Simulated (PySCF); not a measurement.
Molecule: H3Si(SH) ([SiH3]S, H$_{4}$SSi).

Structure with atom numbers: `[SiH3:1][SH:2]`. Hydrogens are named by the atom that carries them.

Geometry PBE0-D3(BJ)/def2-SVP throughout; GIAO in PySCF, gas phase, one conformer, non-relativistic; equivalent atoms averaged; functional PBE0.

(1) How do the absolute shieldings σ depend on the basis set? (ppm; last column core-seconds on shared hosts with different chips, so compare them loosely)

(2) Which nucleus moves most, in ppm?

(3) Taking the largest basis, pcSseg-3 (284 functions), as the yardstick, rank the others by their worst heavy-atom deviation.

Results:

(1) 
```tsv
basis set	functions	Si1	S2	H(Si1)	H(S2)	core-s
STO-3G	22	566.7	920.6	30.74	34.88	0.9
6-31G	34	474.1	821.5	28.39	33.42	1.6
pcSseg-0	34	432.7	859.2	28.25	33.70	1.1
6-31G*	44	440.1	785.1	27.25	32.25	2
def2-SVP	56	457.7	814.6	26.69	31.74	1.9
cc-pVDZ	56	463.9	809.1	26.67	31.61	2.1
pcSseg-1	68	404.8	775.4	26.65	31.20	3
aug-cc-pVDZ	90	476.7	808.8	26.52	31.61	3.5
6-311+G(2d,p)	94	398.8	763.7	26.56	31.49	3.9
def2-TZVP	98	388.8	756.8	26.53	31.41	4.3
cc-pVTZ	124	411.9	784.4	26.55	31.38	4.9
IGLO-III	128	403.8	769.9	26.54	31.45	4.3
pcSseg-2	142	397.7	763.4	26.57	31.14	9.6
pcSseg-3	284	394.5	762.8	26.40	31.14	18
```

(2) Si1 (silicon bonded to S, 3 H): from 388.8 ppm with def2-TZVP to 566.7 ppm with STO-3G. The smallest spread is 3.75 ppm, at H(S2).

(3) pcSseg-2 3.2 ppm (142 functions), 6-311+G(2d,p) 4.3 ppm (94 functions), def2-TZVP 6.0 ppm (98 functions), IGLO-III 9.3 ppm (128 functions), pcSseg-1 12.6 ppm (68 functions), cc-pVTZ 21.6 ppm (124 functions), 6-31G* 45.6 ppm (44 functions), def2-SVP 63.2 ppm (56 functions), cc-pVDZ 69.4 ppm (56 functions), 6-31G 79.6 ppm (34 functions), aug-cc-pVDZ 82.2 ppm (90 functions), pcSseg-0 96.3 ppm (34 functions), STO-3G 172.2 ppm (22 functions).

A small basis that lands close on one nucleus may do so by chance; judge by the trend and by all nuclei.
